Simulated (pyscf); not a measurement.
Thermochemistry of product channels of silanone (O=SiH₂) + hydroxyl (OH•) on the doublet surface, in kJ/mol, from ωB97M-D3(BJ)/def2-TZVP energies (ideal gas, 1 atm, RRHO with modes under 100 cm⁻¹ raised to 100, one conformer, R ln 2 for rigid chiral ones). Structures and frequencies: ωB97X-D3(BJ)/def2-SVP in PySCF.

| products | ΔE | ΔH(298 K) | ΔG(600 K) | ΔG(1200 K) |
|---|---|---|---|---|
| silicon monoxide (O=Si:) [singlet] + water (H₂O) + H atom (H•) | -49.6 | -51.6 | -113.7 | -178.1 |
| [O=Si–OH]• + hydrogen (H₂) | -244.5 | -244.3 | -239.0 | -237.8 |
| [O=SiH]• + hydrogen (H₂) + O atom (O) [triplet] | +356.1 | +339.3 | +270.6 | +196.6 |

These are energies of the channels, which say nothing of barriers. Left out: orbital degeneracy and the spin-orbit lowering of OH, O.
